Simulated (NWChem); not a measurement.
Program: NWChem. System: Si₂, charge 0, spin multiplicity 3, at a geometry optimised with UPBE0/def2-SVP. The structure started from a generated list of species. Its SCF solution wasn't tested for a lower state. Level: UHF/def2-QZVP.

The NWChem input:

```
start mol
memory heap 200 mb stack 900 mb global 1100 mb
geometry units angstroms nocenter noautoz
  Si     0.000000     0.000000     1.076635
  Si     0.000000     0.000000    -1.076635
  symmetry group D2h
end
basis spherical
  * library def2-qzvp
end
scf
  uhf
  nopen 2
  maxiter 100
  thresh 1e-7
  semidirect memsize 60000000 filesize 0
  # guess.movecs holds the orbitals of an unrestricted PBE0 run
  vectors input guess.movecs output mol.movecs
end
task scf energy
```

Part of the output:

```
             Northwest Computational Chemistry Package (NWChem) 7.3.0
             --------------------------------------------------------

                                NWChem Input Module
                                -------------------

 Scaling coordinates for geometry "geometry" by  1.889725989
 (inverse scale =  0.529177249)

 Turning off AUTOSYM since
 SYMMETRY directive was detected!

                             Geometry "geometry" -> ""
                             -------------------------

 Output coordinates in angstroms (scale by  1.889725989 to convert to a.u.)

  No.       Tag          Charge          X              Y              Z
 ---- ---------------- ---------- -------------- -------------- --------------
    1 Si                  14.0000     0.00000000     0.00000000     1.07663500
    2 Si                  14.0000     0.00000000     0.00000000    -1.07663500

 Effective nuclear repulsion energy (a.u.)      48.1680146029

            Nuclear Dipole moment (a.u.)
            ----------------------------
        X                 Y               Z
 ---------------- ---------------- ----------------
     0.0000000000     0.0000000000     0.0000000000

      Symmetry information
      --------------------

 Group name             D2h
 Group number             26
 Group order               8
 No. of unique centers     1

      Symmetry unique atoms

     1


 Summary of "ao basis" -> "" (spherical)
 ------------------------------------------------------------------------------
       Tag                 Description            Shells   Functions and Types
 ---------------- ------------------------------  ------  ---------------------
 *                         def2-qzvp                  on all atoms

 Summary of "ao basis" -> "ao basis" (spherical)
 ------------------------------------------------------------------------------
       Tag                 Description            Shells   Functions and Types
 ---------------- ------------------------------  ------  ---------------------
 Si                        def2-qzvp                22       70   9s6p4d2f1g

                                 NWChem SCF Module
                                 -----------------

  ao basis        = "ao basis"
  functions       =   140
  atoms           =     2
  alpha electrons =    15
  beta  electrons =    13
  charge          =   0.00
  wavefunction    = UHF
  use symmetry    = T
  symmetry adapt  = T

 Summary of "ao basis" -> "ao basis" (spherical)
 ------------------------------------------------------------------------------
       Tag                 Description            Shells   Functions and Types
 ---------------- ------------------------------  ------  ---------------------
 Si                        def2-qzvp                22       70   9s6p4d2f1g

      Symmetry analysis of basis
      --------------------------

        ag         30
        au          8
        b1g         8
        b1u        30
        b2g        16
        b2u        16
        b3g        16
        b3u        16

 Forming initial guess at       0.1s

   Symmetry analysis of molecular orbitals - initial alpha
   -------------------------------------------------------

  Numbering of irreducible representations:

     1 ag          2 au          3 b1g         4 b1u         5 b2g
     6 b2u         7 b3g         8 b3u

  Orbital symmetries:

     1 ag          2 b1u         3 ag          4 b1u         5 b2u
     6 b3g         7 ag          8 b1u         9 b3u        10 b2g
[...]
  ----- ------------  ---------------      ----- ------------  ---------------
     8      0.377142  1 Si s                 78      0.377142  2 Si s
     7      0.214259  1 Si s                 77      0.214259  2 Si s
     6     -0.180908  1 Si s                 76     -0.180908  2 Si s
     5     -0.155820  1 Si s                 75     -0.155820  2 Si s

 Vector   12  Occ=1.000000D+00  E=-4.050192D-01  Symmetry=b1u
              MO Center=  1.3D-16,  4.3D-17,  3.0D-16, r^2= 3.6D+00
   Bfn.  Coefficient  Atom+Function         Bfn.  Coefficient  Atom+Function
  ----- ------------  ---------------      ----- ------------  ---------------
     8      0.435096  1 Si s                 78     -0.435096  2 Si s
     9      0.226813  1 Si s                 79     -0.226813  2 Si s
     7      0.224532  1 Si s                 77     -0.224532  2 Si s
     6     -0.185798  1 Si s                 76      0.185798  2 Si s
     5     -0.161766  1 Si s                 75      0.161766  2 Si s

 Vector   13  Occ=1.000000D+00  E=-2.716267D-01  Symmetry=b3u
              MO Center=  1.6D-15,  7.0D-30, -5.6D-18, r^2= 3.2D+00
   Bfn.  Coefficient  Atom+Function         Bfn.  Coefficient  Atom+Function
  ----- ------------  ---------------      ----- ------------  ---------------
    22      0.294435  1 Si px                92      0.294435  2 Si px
    19      0.210418  1 Si px                89      0.210418  2 Si px
    25      0.154031  1 Si px                95      0.154031  2 Si px

 Vector   14  Occ=0.000000D+00  E=-1.896865D-02  Symmetry=ag
              MO Center= -6.9D-32,  3.3D-32, -5.5D-16, r^2= 5.5D+00
   Bfn.  Coefficient  Atom+Function         Bfn.  Coefficient  Atom+Function
  ----- ------------  ---------------      ----- ------------  ---------------
     9      0.393852  1 Si s                 79      0.393852  2 Si s
    27      0.350618  1 Si pz                97     -0.350618  2 Si pz
    21      0.226825  1 Si pz                91     -0.226825  2 Si pz
    24      0.214754  1 Si pz                94     -0.214754  2 Si pz

 Vector   15  Occ=0.000000D+00  E=-1.164570D-02  Symmetry=b2u
              MO Center=  1.1D-29,  1.4D-17, -3.0D-15, r^2= 4.6D+00
   Bfn.  Coefficient  Atom+Function         Bfn.  Coefficient  Atom+Function
  ----- ------------  ---------------      ----- ------------  ---------------
    26      0.319857  1 Si py                96      0.319857  2 Si py
    20      0.189953  1 Si py                90      0.189953  2 Si py
    23      0.169190  1 Si py                93      0.169190  2 Si py

 Vector   16  Occ=0.000000D+00  E= 4.427057D-02  Symmetry=b2g
              MO Center= -1.2D-16,  3.7D-31, -2.3D-17, r^2= 6.4D+00
   Bfn.  Coefficient  Atom+Function         Bfn.  Coefficient  Atom+Function
  ----- ------------  ---------------      ----- ------------  ---------------
    25      0.741093  1 Si px                95     -0.741093  2 Si px
    19      0.213071  1 Si px                89     -0.213071  2 Si px
    22      0.210473  1 Si px                92     -0.210473  2 Si px

 center of mass
 --------------
 x =   0.00000000 y =   0.00000000 z =   0.00000000

 moments of inertia (a.u.)
 ------------------
         231.613949117161           0.000000000000           0.000000000000
           0.000000000000         231.613949117161           0.000000000000
           0.000000000000           0.000000000000           0.000000000000

  Mulliken analysis of the total density
  --------------------------------------

    Atom       Charge   Shell Charges
 -----------   ------   -------------------------------------------------------
    1 Si  14    14.00   1.69  0.01  0.25  0.37  1.07  0.55  0.43  1.03  0.39  5.48 -0.01  0.54  0.64  1.07  0.36  0.00  0.01  0.04  0.06  0.01  0.00  0.00
    2 Si  14    14.00   1.69  0.01  0.25  0.37  1.07  0.55  0.43  1.03  0.39  5.48 -0.01  0.54  0.64  1.07  0.36  0.00  0.01  0.04  0.06  0.01  0.00  0.00

  Mulliken analysis of the alpha density
  --------------------------------------

    Atom       Charge   Shell Charges
 -----------   ------   -------------------------------------------------------
    1 Si  14     7.50   0.84  0.00  0.13  0.19  0.53  0.28  0.20  0.53  0.20  2.75 -0.01  0.27  0.48  0.79  0.23  0.00  0.01  0.03  0.03  0.01  0.00  0.00
    2 Si  14     7.50   0.84  0.00  0.13  0.19  0.53  0.28  0.20  0.53  0.20  2.75 -0.01  0.27  0.48  0.79  0.23  0.00  0.01  0.03  0.03  0.01  0.00  0.00

   Mulliken analysis of the beta density
   -------------------------------------

    Atom       Charge   Shell Charges
 -----------   ------   -------------------------------------------------------
    1 Si  14     6.50   0.84  0.00  0.13  0.19  0.54  0.28  0.23  0.51  0.18  2.73 -0.00  0.27  0.16  0.28  0.13  0.00  0.00  0.01  0.02  0.00  0.00  0.00
    2 Si  14     6.50   0.84  0.00  0.13  0.19  0.54  0.28  0.23  0.51  0.18  2.73 -0.00  0.27  0.16  0.28  0.13  0.00  0.00  0.01  0.02  0.00  0.00  0.00

   Mulliken analysis of the spin density
   -------------------------------------

    Atom       Charge   Shell Charges
 -----------   ------   -------------------------------------------------------
    1 Si  14     1.00  -0.00 -0.00  0.00  0.00 -0.00  0.00 -0.03  0.02  0.02  0.02 -0.01  0.00  0.33  0.50  0.10  0.00  0.01  0.02  0.01  0.01  0.00  0.00
    2 Si  14     1.00  -0.00 -0.00  0.00  0.00 -0.00  0.00 -0.03  0.02  0.02  0.02 -0.01  0.00  0.33  0.50  0.10  0.00  0.01  0.02  0.01  0.01  0.00  0.00

       Multipole analysis of the density wrt the origin
       ------------------------------------------------

     L   x y z        total         alpha         beta         nuclear
     -   - - -        -----         -----         ----         -------
     0   0 0 0     -0.000000    -15.000000    -13.000000     28.000000

     1   1 0 0      0.000000      0.000000     -0.000000      0.000000
     1   0 1 0     -0.000000     -0.000000      0.000000      0.000000
     1   0 0 1      0.000000      0.000000      0.000000      0.000000

     2   2 0 0    -23.160691    -12.663095    -10.497595      0.000000
     2   1 1 0      0.000000      0.000000     -0.000000      0.000000
     2   1 0 1     -0.000000     -0.000000     -0.000000      0.000000
     2   0 2 0    -19.447783    -13.118333     -6.329450      0.000000
     2   0 1 1     -0.000000     -0.000000     -0.000000      0.000000
     2   0 0 2    -18.120350    -75.018488    -59.004332    115.902470

 Task  times  cpu:        3.4s     wall:        3.4s

 Total times  cpu:        3.4s     wall:        3.4s
```
